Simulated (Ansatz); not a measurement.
```xyz
5

C     0.0023   -0.0086    0.0045
F     0.7646    0.7515    0.7628
F     0.7625   -0.7613   -0.7502
F    -0.7524    0.7538   -0.7559
F    -0.7511   -0.7644    0.7573
```

RHF-MP2 on singlet CF₄ was run in several spherical basis sets with Ansatz (development build ahead of 0.2.0). Frozen core: 5 orbitals.

(1) Rank the basis sets by the total energy that they give, lowest first, with the distance from the lowest.
A. 6-31G(d)
B. cc-pVDZ
C. cc-pVTZ
D. STO-3G

## Answers

(1) C (0.00 eV), B (11.76 eV), A (14.45 eV), D (198.44 eV).

Totals follow the description of the cores as much as that of the bonds, so this order isn't one of quality for chemistry.
